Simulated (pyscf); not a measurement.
H₂N–SiH(Cl)–Cl (SMILES N[SiH](Cl)Cl) + H• (SMILES [H]) → Cl–SiH•–Cl (SMILES Cl[SiH]Cl) + NH₃ (SMILES N), a substitution at N (doublet surface; N–Si broken, H–N formed). Single points on ωB97X-D3(BJ)/def2-SVP structures (PySCF, gas phase). Energies in kcal/mol from the separated reactants.

Small-basis levels: PySCF, no dispersion term, spherical d functions. Open shells are spin-unrestricted. 

Question: Quick B3LYP/6-31G* single points give ΔE‡ = 11.9 kcal/mol and ΔE = -5.7 kcal/mol. What does ωB97M-D3(BJ)/def2-TZVP give, and how far is the quick result from it?

Answer: ωB97M-D3(BJ)/def2-TZVP gives ΔE‡ = 19.4 kcal/mol and ΔE = +0.1 kcal/mol. B3LYP/6-31G* lies 7.5 kcal/mol under it in the barrier and 5.8 kcal/mol under it in the reaction energy, so on this step it does not hold to within 3.0 kcal/mol. ωB97M-D3(BJ)/def2-TZVP has limits of its own. On the product side the descent ends in a bound adduct, 9.4 kcal/mol under the separated species and 30.6 kcal/mol under the saddle at ωB97X-D3(BJ)/def2-TZVP. At ωB97X-D3(BJ)/def2-TZVP the barrier from the zero used here is 21.8 kcal/mol. The same reactants have a lower exit, to H₂N–Si•(Cl)–Cl + H₂ (barrier +5.1 kcal/mol at ωB97M-D3(BJ)/def2-TZVP, against +19.4 kcal/mol here). One saddle was located; it need not be the lowest between these sides. The angle at the attacked N is 132°.
